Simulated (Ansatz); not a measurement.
Mulliken charges of C$_{2}$H$_{3}$NO, SMILES `NC#CO` from PBE/def2-TZVPP in Ansatz (PBE0-D4/def2-TZVP geometry).

| atom | x (Å) | y (Å) | z (Å) | charge (e) |
| --- | --- | --- | --- | --- |
| N1 | -0.578 | 1.462 | -0.135 | -0.286 |
| C2 | -0.118 | 0.197 | -0.019 | 0.040 |
| C3 | 0.378 | -0.893 | 0.066 | -0.108 |
| O4 | 0.784 | -2.134 | 0.185 | -0.236 |
| H5 | -1.183 | 1.622 | -0.926 | 0.181 |
| H6 | -0.961 | 1.853 | 0.712 | 0.181 |
| H7 | 1.740 | -2.175 | 0.071 | 0.228 |

Task: By hand: the dipole of these point charges (1 e Å = 4.8032 D).

Result: Σ q r = (-0.057, 0.323, -0.035) e Å, of length 0.330 e Å = 1.59 D.

Task: How does the dipole of the full density compare? (An estimate is asked.)

Result: Computed: (0.026, 0.149, -0.021) e Å, 0.73 D; the point charges give 2.18 times that, at 20° from its direction.

Point charges leave out the atoms' own dipoles, such as those of lone pairs, and Mulliken's split depends on the basis, so the two needn't agree.
